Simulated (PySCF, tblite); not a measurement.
Species: cyclobutyl chloride, C4H7Cl.
Z-matrix (Å and degrees, GFN2-xTB geometry), rows numbered from 1:
```
Cl
C   1  1.7776
C   2  1.5317  1  116.10
C   3  1.5378  2   88.84  1  -132.29
C   2  1.5317  1  116.05  3  -103.70
H   2  1.0896  1  106.49  3   128.15
H   3  1.0874  2  112.20  1   -18.18
H   3  1.0876  2  115.82  1   108.14
H   4  1.0874  3  112.80  2  -101.50
H   4  1.0867  3  115.80  2   131.72
H   5  1.0877  2  115.84  1  -108.06
H   5  1.0873  2  112.18  1    18.27
```

Computed with PBE0/pcSseg-1 in PySCF (dipole) on a GFN2-xTB geometry, gas phase.

Masses are those of the commonest isotopes; rigid-rotor values at the optimised geometry. The values belong to one conformer with, in the numbering `[Cl:1][CH:2]1[CH2:3][CH2:4][CH2:5]1`, Cl1–C2–C3–C4 -132°, C2–C3–C4–C5 13°, C3–C4–C5–C2 -13°, Cl1–C2–C5–C4 132°.

Task: What are A, B and C (MHz)?

Result: Ia = 51.51, Ib = 194.25, Ic = 222.45 u·Å²; 505379 MHz·u·Å²/I gives A = 9811, B = 2602, C = 2272 MHz.

Task: What kind of rotor is it?

Result: A near-prolate asymmetric top: κ = (2 × 2602 − 9811 − 2272)/(9811 − 2272) = -0.91.

Task: Is it planar, by Δ = Ic − Ia − Ib?

Result: Not planar: Δ = Ic − Ia − Ib = -23.31 u·Å². For a rigid frame Δ = −2 Σ m c², so Σ m c² = 11.66 u·Å² lies off the ab plane: 7.13 from hydrogen and 4.53 from heavier atoms. The atom farthest from that plane is 1.62 Å away.

Task: Give the other two planar moments, Paa and Pbb, and the rms extents of the mass along the axes.

Result: Paa = Σ m a² = (Ib + Ic − Ia)/2 = 182.60 and Pbb = Σ m b² = (Ia + Ic − Ib)/2 = 39.85 u·Å². With the mass M = 90.02 u, the rms extents √(P/M) along a, b and c are 1.42, 0.67, 0.36 Å.

Task: Where do the levels up to J = 3 lie, in MHz?

Result: Above 0(0,0):
J = 1: 1(0,1) 4874, 1(1,1) 12083, 1(1,0) 12413
J = 2: 2(0,2) 14610, 2(1,2) 21500, 2(1,1) 22490, 2(2,1) 44118, 2(2,0) 44129
J = 3: 3(0,3) 29186, 3(1,3) 35620, 3(1,2) 37598, 3(2,2) 58739, 3(2,1) 58794, 3(3,1) 95617, 3(3,0) 95618
The levels of one J sum to (2J + 1)J(J + 1)(A + B + C)/3.

Task: Which lines would a microwave search look for?

Result: The dipole components are |μa| = 2.15 D, |μb| = 0.00 D, |μc| = 0.54 D; the mirror of this Cs structure is the ac plane, so μb vanishes by symmetry and there are no b-type lines. Intensities carry the squares of the components, which stand as 1.00 : 0.06 (a : c). Some lines, for components of 0.1 D or more:

```csv
type,branch,"J(Ka,Kc)",MHz,lower level (cm⁻¹)
a,Q,"1(1,0) ← 1(1,1)",330,0.403
c,Q,"4(1,4) ← 4(0,4)",5862,1.620
c,Q,"3(1,3) ← 3(0,3)",6433,0.974
c,Q,"2(1,2) ← 2(0,2)",6891,0.487
a,R,"2(1,2) ← 1(1,1)",9417,0.403
a,R,"2(0,2) ← 1(0,1)",9736,0.163
c,R,"1(1,0) ← 0(0,0)",12413,0.000
a,R,"3(1,3) ← 2(1,2)",14119,0.717
a,R,"3(2,1) ← 2(2,0)",14665,1.472
a,R,"3(1,2) ← 2(1,1)",15108,0.750
c,R,"2(1,1) ← 1(0,1)",17616,0.163
a,R,"4(3,2) ← 3(3,1)",19516,3.189
a,R,"4(1,3) ← 3(1,2)",20131,1.254
c,Q,"3(2,2) ← 3(1,2)",21141,1.254
c,R,"3(1,2) ← 2(0,2)",22988,0.487
c,R,"3(2,1) ← 2(1,1)",36304,0.750
c,Q,"4(3,2) ← 4(2,2)",36744,2.615
c,R,"4(2,2) ← 3(1,2)",40791,1.254
c,R,"4(2,3) ← 3(1,3)",42605,1.188
c,R,"3(3,0) ← 2(2,0)",51488,1.472
c,Q,"4(4,1) ← 4(3,1)",51599,3.840
c,R,"4(3,1) ← 3(2,1)",56341,1.961
c,R,"4(4,1) ← 3(3,1)",71117,3.189
```

Task: Estimate the classical rotational partition function at 200 K, 298.15 K and 500 K.

Result: Point group Cs, symmetry number σ = 1; q = (√π/σ)·√((kT/h)³/(ABC)), k/h = 20836.6 MHz/K: 62600 at 200 K, 114000 at 298.15 K, 248000 at 500 K.

Its GFN2-xTB frequencies are all real (lowest 98 cm⁻¹). Zero-point vibration and centrifugal distortion are left out. Quadrupole hyperfine structure (35Cl) is left out.
